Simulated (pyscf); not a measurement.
BH [singlet] + F–SiH₃ → B–F [singlet] + silane (SiH₄) (four-centre exchange; singlet surface; B–H, F–Si broken, B–F, H–Si formed). Structures and frequencies: ωB97X-D3(BJ)/def2-SVP in PySCF. MP2 and CC: frozen core, UHF for open shells. ΔMP2 is the change of the MP2 total energy from the triple- to the quadruple-zeta basis. Energies in eV from the separated reactants.

```
level                             barrier  reaction energy
--------------------------------  -------  ---------------
PBE/def2-TZVP                        0.12            -2.00
r²SCAN/def2-TZVP                     0.22            -1.96
M06-2X/def2-TZVP                     0.54            -1.79
ωB97M-D3(BJ)/def2-TZVP                  ?            -1.89
HF/def2-TZVP                         1.44            -1.62
CCSD(T)/def2-TZVPP                   0.68            -1.75
CCSD(T)/def2-TZVPP + ΔMP2(QZVPP)        ?                ?
```

### Question
Some entries are withheld; supply them.

### Answer

- ωB97M-D3(BJ)/def2-TZVP, barrier: 0.49
- CCSD(T)/def2-TZVPP + ΔMP2(QZVPP), barrier: 0.66
- CCSD(T)/def2-TZVPP + ΔMP2(QZVPP), reaction energy: -1.72

Of the functionals in the table, M06-2X is closest to CCSD(T)/def2-TZVPP + ΔMP2(QZVPP) in the barrier (0.12 eV apart) and PBE least close (0.55 eV); that level has limits of its own. One saddle was located; it need not be the lowest between these sides. The CCSD(T) − MP2 part came from Ansatz, without density fitting, on the same reference.
